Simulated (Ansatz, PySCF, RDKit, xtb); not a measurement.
# Which structure has the formula BNHO?, part 2 of 2

Given the formula BNHO (odd number of electrons) and nothing else, which arrangement of the atoms is the most stable in the gas at 600 K, and what are its properties?

xtb, Ansatz and PySCF; isolated molecules. Earlier steps stand in the parts before.

### Step 12. The ranking

Energies in kcal/mol from c745b; G adds the thermal terms to the CCSD(T)/def2-TZVPP energy. The columns left of the relaxed level are at the tight-binding geometries.

```
label   SMILES     spin  GFN2-xTB  HF/STO-3G  r2SCAN-D4/def2-SVP  PBE0-D3(BJ)/def2-SVP  HF/def2-TZVPP  MP2/def2-TZVPP  CCSD(T)/def2-TZVPP     G  share at equilibrium     T1
c745b  [NH]B=O  doublet       0.0        0.0                 0.0                   0.0            0.0             0.0                 0.0   0.0               100.0 %  0.025
 c308   [N]=BO  doublet      28.7       31.8                31.3                  30.3           25.9            29.9                28.4  29.1               < 0.1 %  0.019
c907b  [BH]N=O  doublet      41.5       51.6                60.7                  60.9           79.2            73.5                68.9  71.0               < 0.1 %  0.031
```

Lowest found: c745b, `[NH]B=O`, a doublet of point group Cs. Bond lengths: B1–N2 1.389 Å, B1–O3 1.217 Å, N2–H4 1.024 Å. Angles: N2–B1–O3 175.4°, B1–N2–H4 115.7°.

```xyz
4

B    -1.9930    0.5909   -1.4221
N    -0.8233    1.1974   -0.9828
O    -2.9880   -0.0222   -1.7618
H    -0.7016    2.1770   -1.2560
```

### Step 13. Density, orbitals and dipole (PBE0/def2-TZVPD)

Input file input.yaml:

```yaml
crystal:
  periodic: [false, false, false]
  atoms:
    - {symbol: B, position_ang: [-1.993036, 0.590913, -1.422098]}
    - {symbol: "N", position_ang: [-0.823262, 1.197376, -0.982840]}
    - {symbol: O, position_ang: [-2.987952, -0.022198, -1.761844]}
    - {symbol: H, position_ang: [-0.701605, 2.177002, -1.256037]}
basis:
  gaussian:
    orbitals: def2-TZVPD
output:
  forces: true
  orbitals: {seedname: orbitals}
magnetization:
  spin_polarized: true
  initial_magnetization: 1
hamiltonian:
  xc: {name: PBE0}
```

Run with:

```bash
ansatz run input.yaml --threads 1 --pin off --max-ram 2610MiB --events-out events.jsonl --progress --plain --runs-dir runs
```

Log, shortened:

```text
Warning: RAYON_NUM_THREADS=1 ignored (pool sized by the plan → 1); use --threads N
Functional definition: PBE0
  name "PBE0"
[...]
579 factors; their error is unknown
[...]
mean field -4226.15379011 eV, -155.3082871967 hartree, gradient 2.0e-5 eV, S^2 0.762852; 1 other end points of the search recorded, 0 dependent functions left out
[...]
reference -4226.15382553 eV, -155.3082884981 hartree; 11, 10 occupied and 112, 113 virtual orbitals, 579 factors
Total energy: -4226.15382553 eV, -155.3082884981 hartree
Atom 0 at    -1.993036     0.590913    -1.422098 Å, force    -0.097890    -0.026571    -0.045170 eV/Å
Atom 1 at    -0.823262     1.197376    -0.982840 Å, force     0.053123     0.217243    -0.046051 eV/Å
Atom 2 at    -2.987952    -0.022198    -1.761844 Å, force     0.059946     0.015963     0.027769 eV/Å
Atom 3 at    -0.701605     2.177002    -1.256037 Å, force    -0.015180    -0.206635     0.063453 eV/Å
Dipole moment:     0.352229     0.513491     0.017147 e Å
```

Wall time 2.2 s (1 thread of Intel Xeon 6975P-C (Granite Rapids), shared host).

### Step 14. Frequencies after a tight-binding relaxation (GFN2-xTB)

Input file start.xyz:

```xyz
4
c745b
B     -1.993036     0.590913    -1.422098
N     -0.823262     1.197376    -0.982840
O     -2.987952    -0.022198    -1.761844
H     -0.701605     2.177002    -1.256037
```

Run with:

```bash
xtb start.xyz --gfn 2 --ohess tight --uhf 1
```

Log, shortened:

```text
* xtb version 6.7.1
[...]
          :  # basis functions                  13          :
[...]
          :  # electrons                        15          :
[...]
          :  Hamiltonian                  GFN2-xTB          :
[...]
          :  net charge                          0          :
          :  unpaired electrons                  1          :
[...]
   *** convergence criteria satisfied after 15 iterations ***
[...]
   *** GEOMETRY OPTIMIZATION CONVERGED AFTER 11 ITERATIONS ***
[...]
   *** convergence criteria satisfied after 3 iterations ***
[...]
         ::                     SUMMARY                     ::
         :::::::::::::::::::::::::::::::::::::::::::::::::::::
         :: total energy              -8.697591760506 Eh    ::
         :: gradient norm              0.000122537023 Eh/a0 ::
         :: HOMO-LUMO gap              8.158207004841 eV    ::
         ::.................................................::
         :: SCC energy                -8.798352873442 Eh    ::
         :: -> isotropic ES            0.051651333077 Eh    ::
         :: -> anisotropic ES          0.001836004604 Eh    ::
         :: -> anisotropic XC          0.004319158189 Eh    ::
         :: -> dispersion             -0.001023231435 Eh    ::
         :: repulsion energy           0.100761112937 Eh    ::
         :: add. restraining           0.000000000000 Eh    ::
         :: total charge               0.000000000000 e     ::
         :::::::::::::::::::::::::::::::::::::::::::::::::::::
[...]
         8        1.3930           -0.4400929             -11.9755 (HOMO)
         9                         -0.1402843              -3.8173 (LUMO)
[...]
     #   Z          covCN         q      C6AA      α(0)
     1   5 B        1.630     0.420    33.045    12.115
     2   7 N        1.701    -0.281    28.019     7.825
     3   8 O        0.789    -0.345    20.641     6.090
     4   1 H        0.861     0.206     1.075     1.624
[...]
molecular dipole:
                 x           y           z       tot (Debye)
 q only:        0.623       0.704       0.101
   full:        0.721       0.920       0.079       2.976
molecular quadrupole (traceless):
[...]
          | TOTAL ENERGY               -8.697591760506 Eh   |
          | TOTAL ENTHALPY             -8.674966115506 Eh   |
          | TOTAL FREE ENERGY          -8.702737154789 Eh   |
          | GRADIENT NORM               0.000122583721 Eh/α |
[...]
```

It took 0.066 s on 1 thread of Intel Xeon 6975P-C (Granite Rapids), shared host.

### Step 15. Electronic excitations (TD-B3LYP/def2-SVPD)

Input file run.py:

```python
from pyscf import gto, dft, tdscf

mol = gto.M(
    atom='''
B   -1.993036   0.590913  -1.422098
N   -0.823262   1.197376  -0.982840
O   -2.987952  -0.022198  -1.761844
H   -0.701605   2.177002  -1.256037
''',
    max_memory=1860,
    spin=1,
    verbose=3,
    basis='def2-svpd',
)

calc0 = dft.UKS(mol, xc='b3lyp')
calc0 = calc0.density_fit(auxbasis='def2-universal-jkfit')
calc0.grids.level = 2
calc0.max_cycle = 100
calc0.kernel()
if not calc0.converged:
    calc0 = calc0.newton().run(calc0.mo_coeff, calc0.mo_occ)

energy = calc0.e_tot
print('E = %.10f Eh' % energy)

td = calc0.TDA()
td.nstates = 5
td.kernel()
td.analyze()
roots = td.e * 27.211386
osc = td.oscillator_strength()
print('state   eV      nm      f')
for i, (w, f) in enumerate(zip(roots, osc), 1):
    print('%3d %9.4f %8.1f %9.5f' % (i, w, 1239.842 / w, f))
```

Run with:

```bash
OMP_NUM_THREADS=1 python run.py
```

Log:

```text
WARN: HOMO -0.314653056574955 >= LUMO -0.314653056574957

converged SCF energy = -155.325507741512  <S^2> = 0.76093563  2S+1 = 2.0109059
E = -155.3255077415 Eh
Excitation energies (eV)
[1.21447849 3.14021452 3.56376068 4.5087128  6.49411553]

** Excitation energies and oscillator strengths **
state   eV      nm      f
  1    1.2145   1020.9   0.00059
  2    3.1402    394.8   0.00034
  3    3.5638    347.9   0.06924
  4    4.5087    275.0   0.00167
  5    6.4941    190.9   0.00000
```

It took 31 s on 1 thread of Intel Xeon 6975P-C (Granite Rapids), shared host.

The roots found:

```
excited state  energy (eV)  strength
            1        1.214    0.0006
            2        3.140    0.0003
            3        3.564    0.0692
            4        4.509    0.0017
            5        6.494    0.0000
```

### Step 16. The cation at the same geometry (PBE0/def2-TZVPD)

input.yaml: that of step 13 with these lines changed.

```diff
@@ -10,9 +10,4 @@
     orbitals: def2-TZVPD
-output:
-  forces: true
-  orbitals: {seedname: orbitals}
-magnetization:
-  spin_polarized: true
-  initial_magnetization: 1
+total_charge: 1
 hamiltonian:
-  xc: {name: PBE0}
+  xc: pbe0
```

Run with:

```bash
ansatz run input.yaml --threads 1 --pin off --max-ram 2610MiB --events-out events.jsonl --progress --plain --runs-dir runs
```

Log:

```text
Warning: RAYON_NUM_THREADS=1 ignored (pool sized by the plan → 1); use --threads N
[... 2 set-up lines as earlier in the session ...]
  parameter a = 0.25
  parameter kappa = 0.804
  parameter beta = 0.06672455060314922
  exchange = (1 - a)*pbe_x(kappa = kappa, mu = beta*pi^2/3) + a*exact_x
  correlation = pbe_c(beta = beta)
579 factors; their error is unknown
mean field evaluation 1: about -4197.5167 eV, gradient 9.2e1 eV
mean field evaluation 2: about -4044.9856 eV, gradient 2.2e2 eV
mean field evaluation 4: about -4204.2104 eV, gradient 6.4e1 eV
mean field evaluation 8: about -4213.2173 eV, gradient 2.5e-1 eV
mean field evaluation 16: about -4213.2222 eV, gradient 4.2e-5 eV
mean field -4213.22216027 eV, -154.8330585653 hartree, gradient 4.2e-5 eV, S^2 0.000000; 0 other end points of the search recorded, 0 dependent functions left out
reference -4213.22218808 eV, -154.8330595873 hartree; 10, 10 occupied and 113, 113 virtual orbitals, 579 factors
Total energy: -4213.22218808 eV, -154.8330595873 hartree
```

Run time: 0.93 s. Hardware: 1 thread of Intel Xeon 6975P-C (Granite Rapids), shared host.

Difference from the parent: 12.93 eV. Only this spin of the product was run; a higher spin can lie lower.

### Step 17. The anion at the same geometry (PBE0/def2-TZVPD)

input.yaml: that of step 16 with these lines changed.

```diff
@@ -10,4 +10,8 @@
     orbitals: def2-TZVPD
-total_charge: 1
+magnetization:
+  spin_polarized: false
+total_charge: -1
+scf:
+  lower_state_search: off
 hamiltonian:
-  xc: pbe0
+  xc: {name: PBE0}
```

Run with:

```bash
ansatz run input.yaml --threads 1 --pin off --max-ram 2610MiB --events-out events.jsonl --progress --plain --runs-dir runs
```

Log, shortened:

```text
Warning: RAYON_NUM_THREADS=1 ignored (pool sized by the plan → 1); use --threads N
[... 2 set-up lines as earlier in the session ...]
[...]
579 factors; their error is unknown
[...]
mean field -4228.97190407 eV, -155.4118509745 hartree, gradient 1.9e-6 eV, S^2 0.000000; 0 other end points of the search recorded, 0 dependent functions left out
reference -4228.97193414 eV, -155.4118520796 hartree; 11, 11 occupied and 112, 112 virtual orbitals, 579 factors
Total energy: -4228.97193414 eV, -155.4118520796 hartree
Checks for a lower state left out: stability, starts, cluster_reference, orbital_swaps, neighbouring_geometries, increment
```

Wall time 0.85 s (1 thread of Intel Xeon 6975P-C (Granite Rapids), shared host).

Parent less the species with the added electron: 2.82 eV.

### Step 18. The quartet at the same geometry (PBE0/def2-TZVPD)

Input file input.yaml:

```yaml
basis:
  gaussian: {orbitals: def2-TZVPD}
crystal:
  periodic: [false, false, false]
  atoms:
    - {symbol: B, position_ang: [-1.993036, 0.590913, -1.422098]}
    - {symbol: N, position_ang: [-0.823262, 1.197376, -0.982840]}
    - {symbol: O, position_ang: [-2.987952, -0.022198, -1.761844]}
    - {symbol: H, position_ang: [-0.701605, 2.177002, -1.256037]}
hamiltonian: {xc: pbe0}
magnetization: {spin_polarized: true, initial_magnetization: 3}
```

Run with:

```bash
ansatz run input.yaml --threads 1 --pin off --max-ram 2610MiB --events-out events.jsonl --progress --plain --runs-dir runs
```

Log, shortened:

```text
Warning: RAYON_NUM_THREADS=1 ignored (pool sized by the plan → 1); use --threads N
[... 7 set-up lines as earlier in the session ...]
579 factors; their error is unknown
mean field evaluation 1: about -4213.0136 eV, gradient 3.8e1 eV
mean field evaluation 2: about -4159.2289 eV, gradient 1.0e2 eV
mean field evaluation 4: about -4218.0806 eV, gradient 1.3e1 eV
mean field evaluation 8: about -4218.9096 eV, gradient 5.9e-1 eV
mean field evaluation 16: about -4218.9437 eV, gradient 1.6e-1 eV
mean field evaluation 32: about -4218.9446 eV, gradient 4.2e-5 eV
mean field -4218.94460365 eV, -155.0433544806 hartree, gradient 1.1e-5 eV, S^2 3.784456; 5 other end points of the search recorded, 0 dependent functions left out
reference -4218.94463929 eV, -155.0433557904 hartree; 12, 9 occupied and 111, 114 virtual orbitals, 579 factors
Total energy: -4218.94463929 eV, -155.0433557904 hartree
```

It took 6 s on 1 thread of Intel Xeon 6975P-C (Granite Rapids), shared host.

It lies 7.21 eV above the doublet.

### Step 19. Stability of the SCF solution (PBE0/def2-SVP)

Input file input.py:

```python
from pyscf import gto, dft

mol = gto.M(
    atom='''
B       -1.993036       0.590913      -1.422098
N       -0.823262       1.197376      -0.982840
O       -2.987952      -0.022198      -1.761844
H       -0.701605       2.177002      -1.256037
''',
    spin=1,
    verbose=3,
    max_memory=1860,
    charge=0,
    basis='def2-svp',
)

mf = dft.UKS(mol)
mf.xc = 'pbe0'
mf = mf.density_fit(auxbasis='def2-universal-jkfit')
mf.max_cycle = 100
mf.grids.level = 3
mf.kernel()
if not mf.converged:
    mf = mf.newton().run(mf.mo_coeff, mf.mo_occ)

etot = mf.e_tot
print(f'total energy: {etot:.8f} hartree')
mo_i, mo_e, stable_i, stable_e = mf.stability(internal=True, external=True, return_status=True)
print('stable: internal', stable_i, 'external', stable_e)
```

Run with:

```bash
OMP_NUM_THREADS=1 python input.py
```

Log:

```text
WARN: HOMO -0.313605222149711 >= LUMO -0.313605222149711

converged SCF energy = -155.126567000893  <S^2> = 0.76301937  2S+1 = 2.0129773
total energy: -155.12656700 hartree
<class 'pyscf.df.df_jk.DFUKS'> wavefunction is stable in the internal stability analysis
<class 'pyscf.df.df_jk.DFUKS'> wavefunction is stable in the real -> complex stability analysis
<class 'pyscf.df.df_jk.DFUKS'> wavefunction has an UHF/UKS -> GHF/GKS instability
stable: internal True external False
```

Run time: 14 s. Hardware: 1 thread of Intel Xeon 6975P-C (Granite Rapids), shared host.

The stability test raises a flag; for an open shell a flag towards a general spinor solution can be the free rotation of the spin.

### Step 20. What came out

The summary covers parts 1 to 2.

| quantity | value |
| --- | --- |
| lowest structure found | [NH]B=O, doublet, Cs |
| next finalist | [N]=BO, doublet, 29.1 kcal/mol higher in G |
| share at equilibrium, among the finalists | 100.0 % |
| funnel | 34 starts, 10 minima at GFN2-xTB, 5 screening runs, 1 rescued, 3 relaxed, 3 ranked |
| CPU time of all runs | 6.2 min |
| harmonic wavenumbers, lowest and highest (PBE0-D3(BJ)/def2-SVP) | 412 and 3562 cm⁻¹ |
| rotational constants, same geometry | 22.36, 0.3115, 0.3072 cm⁻¹ |
| dipole moment (PBE0/def2-TZVPD) | 2.99 D |
| HOMO energy (highest over α and β) (PBE0/def2-TZVPD) | -9.37 eV |
| LUMO energy (lowest over α and β) (PBE0/def2-TZVPD) | -5.12 eV |
| lowest excitation (TD-B3LYP/def2-SVPD) | 1.21 eV (f = 0.001) |
| strongest of the states computed, same level | 3.56 eV (f = 0.069) |
| vertical ionisation energy (to the singlet cation) | 12.93 eV |
| vertical electron affinity | 2.82 eV |
| vertical quartet less doublet | +7.21 eV |

**Reading.** `[NH]B=O` comes out lowest. The margin of 29.1 kcal/mol over the next finalist is beyond the usual error of the last level; it says nothing of structures that weren't ranked. GFN2-xTB, HF/STO-3G, r2SCAN-D4/def2-SVP, PBE0-D3(BJ)/def2-SVP, HF/def2-TZVPP and MP2/def2-TZVPP already put its bonding pattern lowest among the structures in one piece. The largest share of the time went into recheck (27 %). The stability test raises a flag; for an open shell a flag towards a general spinor solution can be the free rotation of the spin. The search is not exhaustive (a finite list of starts, one conformer a finalist), so a lower isomer can't be ruled out.
